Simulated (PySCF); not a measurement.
How far each method lies from RCCSDT for Al–CH$_{2}$⁺, triplet

Geometry: that of the Al–CH2, quartet, kept fixed.

```
atom   x (Å)    y (Å)    z (Å)
  Al  0.0000   0.0000   0.6950
   C  0.0000   0.0000  -1.2528
   H  0.0000   0.9163  -1.8387
   H  0.0000  -0.9163  -1.8387
```

Basis cc-pVDZ; PySCF 2.14.0. Correlated methods freeze the noble-gas cores, which leaves 8 electrons in 36 orbitals. Prefix R: restricted or restricted open-shell reference; prefix U: unrestricted.

Full CI isn't at hand for all of this; RCCSDT serves as the reference. It lacks quadruple excitations, which often exceed the step from CCSD(T) to CCSDT. The frozen core follows each run's orbitals, which can shift R against U totals by a few meV.

The UHF ⟨S²⟩ is 2.031. The T1 diagnostic (ROHF- or RHF-based CCSD) is 0.0317, the largest doubles amplitude (ROHF- or RHF-based CCSD) is 0.054 and the T1 diagnostic (UCCSD) is 0.0221.

| level | E − E(RCCSDT) (kJ/mol) | share of correlation (%) | wall time |
| --- | --- | --- | --- |
| RHF | 457.8 | 0.00 | – |
| UHF | 439.6 | 3.99 | – |
| RMP2 | 80.0 | 82.52 | – |
| UMP2 | 81.4 | 82.22 | – |
| RCCSD | 14.9 | 96.76 | – |
| UCCSD | 13.8 | 96.99 | – |
| RCCSD(T) | 2.2 | 99.53 | 1.4 s |
| UCCSD(T) | 2.1 | 99.54 | 1.2 s |
| UCCSDT | -0.2 | 100.04 | 66 s |

The correlation energy at RCCSDT, counted from RHF, is -4.745 eV. That run took 74 s on 1 thread of Arm Neoverse V2, shared host.

Times are those of the correlated step on a shared host, with one SCF added for the restricted CCSD run; they ran on 1 thread of Arm Neoverse V2.
